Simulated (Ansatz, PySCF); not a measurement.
CH3S, SMILES C[S] (connectivity only; charge and spin as stated), charge -1, multiplicity 1. Atoms are numbered in the order given.

```xyz
5

C      0.0000     0.0000    -1.0974
S      0.0000     0.0000     0.7230
H      0.8824     0.5095    -1.5062
H      0.0000    -1.0189    -1.5062
H     -0.8824     0.5095    -1.5062
```
Charge -1, spin multiplicity 1.

Geometry: PBE0-D3(BJ)/def2-TZVPD. The spin state was assumed, not searched. The isomer is the one that the SMILES or the coordinates give; other isomers of the formula were not compared.

Two levels are set side by side: PBE-D3(BJ)/def2-TZVPD (Ansatz, a first-principles code) and PBE0-D3(BJ)/def2-TZVPD (Ansatz). Each level has its own optimised geometry; the coordinates shown are those of the second. Frequencies come from the Hessian of PySCF at each geometry. Differences are taken from unrounded values.

| quantity | PBE0-D3(BJ) | PBE-D3(BJ) | PBE-D3(BJ) minus PBE0-D3(BJ) |
|---|---|---|---|
| mean bond length (Å) | 1.279 | 1.288 | 0.010 |
| bond C1–S2 (Å) | 1.820 | 1.836 | 0.016 |
| bond C1–H3 (Å) | 1.098 | 1.106 | 0.008 |
| bond C1–H4 (Å) | 1.098 | 1.106 | 0.008 |
| bond C1–H5 (Å) | 1.098 | 1.106 | 0.008 |
| highest harmonic wavenumber (cm⁻¹) | 3010 | 2915 | -95 |
| mean harmonic wavenumber (cm⁻¹) | 1756 | 1697 | -59 |
| zero-point energy (kcal/mol) | 22.59 | 21.83 | -0.76 |

Exact exchange shortens and stiffens bonds; PBE has none. Differences between two approximate levels are no errors against the true value.
